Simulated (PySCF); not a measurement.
How the functional moves excitation energies

CF4.
SMILES with atom numbers: `[F:1][C:2]([F:3])([F:4])[F:5]`

Linear-response calculations in the def2-SVPD basis (PySCF; singlets by full response, triplets Tamm–Dancoff, core orbitals frozen in the response; HF means time-dependent Hartree–Fock). 'Strongest' is the level of largest summed f among the singlets computed (10 roots, of which the last may lack a degenerate partner); it can jump between rows when another state enters that window. S1 is the lowest singlet of each run and needn't be the same state throughout; f(S1) is that of one state. Isolated species at its PBE0-D3(BJ)/def2-SVP geometry, gas phase.

```tsv
run	S1 (eV)	f(S1)	strongest (eV)	T1 (eV)	HOMO (eV)	gap (eV)
1	10.66	0.000	12.03	10.56	-10.51	10.63
2	12.61	0.000	13.73	12.37	-15.63	17.92
3	12.22	0.000	13.44	12.03	-14.40	15.64
4	13.32	0.000	14.43	13.06	-15.08	16.18
5	15.41	0.000	16.24	14.90	-18.80	21.29
6	11.79	0.000	13.10	11.65	-12.46	12.89
7	12.58	0.000	13.75	12.41	-14.81	17.16
8	12.19	0.000	13.46	12.03	-12.79	13.58
```

The runs used B3LYP, BHandHLYP, CAM-B3LYP, HF, LC-wPBE, PBE, PBE0 and wB97X-D. Which is which?

1 = PBE, 2 = LC-wPBE, 3 = CAM-B3LYP, 4 = BHandHLYP, 5 = HF, 6 = B3LYP, 7 = wB97X-D, 8 = PBE0. Among the levels with a fixed share of exact exchange, the HOMO sinks and the orbital gap widens as that share grows. S1 runs from 10.66 eV (PBE) to 15.41 eV (HF), a spread of 4.75 eV, while the orbital gap spreads over 10.7 eV. Along PBE (0%), B3LYP (20%), PBE0 (25%), BHandHLYP (50%), HF (100%) S1 rises with the share of exact exchange.

Without π bonds the low states are Rydberg-like; a valence basis with one diffuse set may place them up to an eV too high.
